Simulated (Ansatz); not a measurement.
# PN (singlet): from Hartree-Fock to the top rungs, cc-pVDZ

How much of the correlation energy of PN (singlet) does each wave-function method recover here?

Method: cc-pVDZ, core rule «outside noble gas», up to 6 orbitals frozen; program: Ansatz 0.2.0, Gaussian basis.

To be run: UHF; CCSD(T) on RHF; CCSD(T) on UHF; BCCD(T) on RHF; CISD; CCSDT(Q) on RHF; CCSDT(Q) on UHF; CCSDTQ on RHF; CASSCF and MRCISD+Q, 10 electrons in 8 orbitals; CASSCF and NEVPT2, 10 electrons in 8 orbitals.

12 further runs of the same task are left out: 3 that didn't finish, 9 set aside as unsound or not needed. Runs told in other sessions of the task aren't counted.

## Step 1: What is computed

The geometry is a PBE0/def2-TZVP stationary point (not a proven minimum).

2 atoms, charge 0, spin multiplicity 1.

Atoms are counted from 1 here; the program's logs count them from 0.

Bond lengths: N1–P2 1.479 Å.

## Step 2: UHF

Contents of in.yaml:

```yaml
crystal:
  periodic: [false, false, false]
  atoms:
    - {symbol: N, position_ang: [0.000000, 0.000000, 0.000000]}
    - {symbol: P, position_ang: [0.000000, 0.000000, 1.479400]}
basis:
  gaussian: {orbitals: cc-pVDZ}
magnetization: {spin_polarized: true, initial_magnetization: 0}
hamiltonian: {xc: hf}
output: {orbitals: {seedname: orbitals}}
```

Run with:

```console
> ansatz run in.yaml --threads 1 --pin off --events-out ev --progress --plain --max-ram 2393MiB
```

The runs that follow: CCSD(T) on RHF; CCSD(T) on UHF; BCCD(T) on RHF; CISD; CCSDT(Q) on RHF; CCSDT(Q) on UHF; CCSDTQ on RHF; CASSCF and MRCISD+Q, 10 electrons in 8 orbitals; CASSCF and NEVPT2, 10 electrons in 8 orbitals.

**Question.** What will the summary of the whole plan be? Wanted: RCCSDTQ from the RHF energy; RMP2 from RCCSDTQ; RCCSD from RCCSDTQ; RCCSD(T) from RCCSDTQ; RCCSDT(Q) from RCCSDTQ; NEVPT2 valence from RCCSDTQ; MRCISD+Q valence from RCCSDTQ; T1 diagnostic; effectively unpaired electrons.

As calculated:

| quantity | value |
| --- | --- |
| RCCSDTQ from the RHF energy | -8.4020 eV |
| RMP2 from RCCSDTQ | +12.76 kcal/mol |
| RCCSD from RCCSDTQ | +11.02 kcal/mol |
| RCCSD(T) from RCCSDTQ | +1.27 kcal/mol |
| RCCSDT(Q) from RCCSDTQ | -0.26 kcal/mol |
| NEVPT2 valence from RCCSDTQ | +22.50 kcal/mol |
| MRCISD+Q valence from RCCSDTQ | +0.32 kcal/mol |
| levels within 1 kcal/mol (43 meV) | RCCSDT(Q), MRCISD+Q valence |
| T1 diagnostic | 0.018 |
| effectively unpaired electrons | 0.11 |

**Reading.** RCCSD(T) misses by +1.27 kcal/mol, 0.7 % of the correlation energy. One determinant dominates. Of the multireference levels listed MRCISD+Q valence comes nearest in total energy (+0.32 kcal/mol), which doesn't show that its space is the better one. These misses are within one basis, not against nature.
